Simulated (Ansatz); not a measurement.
**Which isomer of CH7SSi+ gives these data?**

These gas-phase data were calculated for one isomer of CH7SSi+ at r2SCAN-D4/def2-SVP (harmonic, unscaled wavenumbers; equilibrium rotational constants with average atomic masses):

| Property | Result |
| --- | --- |
| rotational constants | 13.41, 3.62, 3.074 GHz |
| all wavenumbers above 1500 cm⁻¹ | 3214, 3202, 3066, 2636, 2323, 2315, 2273 |

Candidates:

(1) `C[SiH2][SH2+]`, a singlet
(2) `C[SH+][SiH3]`, a singlet
(3) `[SiH3]C[SH2+]`, a singlet

Assign the data to one candidate and say why.

Candidate (2). 1 mode lies between 2500 and 2800 cm⁻¹, one for each S–H bond, while (1) has 2, (3) has 2.

The same quantities for all candidates:

```
     rotational constants (GHz)               wavenumbers above 1500 cm⁻¹  E above the lowest, r2SCAN-D4/def2-SVP (kcal/mol)
(1)          13.06, 3.378, 2.88  3167, 3138, 3037, 2662, 2639, 2309, 2282                                                0.0
(2)          13.41, 3.62, 3.074  3214, 3202, 3066, 2636, 2323, 2315, 2273                                                9.4
(3)         19.86, 2.908, 2.706  3165, 3074, 2628, 2599, 2298, 2280, 2256                                               28.0
```

Harmonic stretches to hydrogen usually lie a few per cent above observed fundamentals. Each candidate is one conformer. Programs: Ansatz 0.2.0.
